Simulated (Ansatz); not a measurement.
Total energies of C3H5ClO (`ClCC1CO1`).

| atom | x (Å) | y (Å) | z (Å) |
| --- | --- | --- | --- |
| Cl1 | 0.761 | -1.861 | -1.402 |
| C2 | -0.465 | -1.046 | -0.399 |
| C3 | -0.179 | 0.420 | -0.325 |
| C4 | 0.606 | 0.972 | 0.769 |
| O5 | -0.809 | 1.096 | 0.749 |
| H6 | -1.435 | -1.239 | -0.858 |
| H7 | -0.441 | -1.492 | 0.594 |
| H8 | -0.195 | 0.950 | -1.275 |
| H9 | 1.004 | 0.302 | 1.527 |
| H10 | 1.155 | 1.898 | 0.621 |

The species carries charge 0 and has multiplicity 1. The geometry is a stationary point of PBE0-D4/def2-TZVP. It is one conformer, not always the lowest. Basis def2-TZVPP, Ansatz 0.2.0.

RPA on PBE orbitals: Hartree–Fock energy of these orbitals -650.86379 Eh, correlation -1.48674 Eh (frozen core).

```json
{"functional": "PBE", "energy without D4 (Eh)": "-652.37574", "D4 term (kJ/mol)": "-18.5"}
{"functional": "revPBE", "energy without D4 (Eh)": "-652.65758", "D4 term (kJ/mol)": "-63.2"}
{"functional": "B97M-V", "energy without D4 (Eh)": "-652.65908", "D4 term (kJ/mol)": "–"}
{"functional": "PBE0", "energy without D4 (Eh)": "-652.42594", "D4 term (kJ/mol)": "-15.5"}
{"functional": "B3LYP", "energy without D4 (Eh)": "-652.81421", "D4 term (kJ/mol)": "-29.6"}
{"functional": "r2SCANh", "energy without D4 (Eh)": "-652.64761", "D4 term (kJ/mol)": "-4.8"}
{"functional": "r2SCAN0", "energy without D4 (Eh)": "-652.63207", "D4 term (kJ/mol)": "-5.3"}
{"functional": "BHLYP", "energy without D4 (Eh)": "-652.68141", "D4 term (kJ/mol)": "-20.7"}
{"functional": "CAM-B3LYP", "energy without D4 (Eh)": "-652.71929", "D4 term (kJ/mol)": "-15.5"}
{"functional": "ωB97X-V", "energy without D4 (Eh)": "-652.67356", "D4 term (kJ/mol)": "–"}
```

Question: Give the same for LDA (SPW92), BLYP, r2SCAN, HSE06 (plane-wave form), LC-ωPBE, ωB97M-V, B2PLYP, PBE-QIDH. (An estimate is asked.)

Answer: Computed: 
```json
{"functional": "LDA (SPW92)", "energy without D4 (Eh)": "-649.68241", "D4 term (kJ/mol)": "–"}
{"functional": "BLYP", "energy without D4 (Eh)": "-652.72198", "D4 term (kJ/mol)": "-41.5"}
{"functional": "r2SCAN", "energy without D4 (Eh)": "-652.65872", "D4 term (kJ/mol)": "-4.6"}
{"functional": "HSE06 (plane-wave form)", "energy without D4 (Eh)": "-652.40796", "D4 term (kJ/mol)": "-14.3"}
{"functional": "LC-ωPBE", "energy without D4 (Eh)": "-652.55546", "D4 term (kJ/mol)": "–"}
{"functional": "ωB97M-V", "energy without D4 (Eh)": "-652.69654", "D4 term (kJ/mol)": "–"}
{"functional": "B2PLYP", "energy without D4 (Eh)": "-652.50897", "D4 term (kJ/mol)": "–"}
{"functional": "PBE-QIDH", "energy without D4 (Eh)": "-652.31314", "D4 term (kJ/mol)": "–"}
```

B3LYP takes the VWN-RPA correlation (the form of Gaussian; ORCA's B3LYP/G). HSE06 is the plane-wave form, built on full-range PBE exchange. The double hybrids freeze the cores in their second-order part.

LC-ωPBE has ω = 0.4 bohr⁻¹.
